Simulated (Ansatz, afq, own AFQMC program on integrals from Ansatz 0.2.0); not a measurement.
**NH3, singlet: AFQMC among the cluster methods**

```tsv
atom	x (Å)	y (Å)	z (Å)
N	0.0667	0.1180	-0.1205
H	1.0049	0.1311	0.2599
H	-0.4162	0.9263	0.2516
H	-1.5163	-2.6976	1.1636
```

Basis 6-31G. Only valence electrons are correlated. Integrals, coupled cluster, full CI and functionals: Ansatz 0.2.0; the random walks run on the same integrals in our own AFQMC program. ph-AFQMC/CISD is guided by a CISD state made of CCSD amplitudes; releasing the constraint for a short imaginary time cuts its bias at the price of noise, slowly where states lie close. Error bars are statistical, one sigma.

Determinant: RHF, the one that the program's search chose, which needn't be the lowest solution. The geometry is a point of a scan.

Full CI on the same integrals is exact in this basis and with this determinant's frozen core.

Cautions: restricted determinant unstable towards unrestricted (UHF 5.83 eV lower, ⟨S²⟩ 1.01); strong correlation (T1 0.050, weight of the determinant 0.53, largest double 0.89); (T) is large, 8 % of the CCSD correlation; CCSD(T) is in doubt: in a space of 8 electrons in 8 natural orbitals full CI lies 178 meV above it; the CCSDT(Q) amplitudes may be one of several solutions (largest double 0.93); the CCSDTQ amplitudes may be one of several solutions (largest double 0.93); the next higher spin lies close (full CI puts it 11 meV above).

- T1 diagnostic: 0.0505
- weight of the determinant in the CISD state: 0.529
- size of the correlated space: 8 electrons in 14 orbitals

Reference: full CI, correlation energy -8.586 eV. The released energy is read at 2.40 1/Eh (meV from the phaseless value at times in 1/Eh: 1 ± 10 at 0.24, -1 ± 7 at 0.51, 0 ± 8 at 0.99, 4 ± 10 at 1.62, -2 ± 9 at 2.40). The cautions show a poor starting determinant, so the rows tell how each method copes with it here, and full CI is the sure value.

```tsv
level	E − E(reference) (kJ/mol)	share of correlation (%)
HF	828.4	0.00
MP2	148.1	82.12
CCSD	30.8	96.28
CCSD(T)	-32.6	103.94
CCSDT	0.5	99.94
CCSDT(Q)	-0.4	100.05
CCSDTQ	0.2	99.98
ph-AFQMC/CISD	0.0 ± 0.9	100.00
released AFQMC	-0.2 ± 0.8	100.02
```

CCSDT and higher add their correlation energy to the determinant of the CCSD(T) run, since their own runs factorise the integrals more tightly (a shift of under 2 meV). A walk keeps the symmetry of its determinant, which the program's search chose and which needn't be the lowest solution, so a lower state of the same spin and another symmetry isn't excluded. Released energies are given only where the last usable release times agree within the noise; a slower fall can still hide under it.
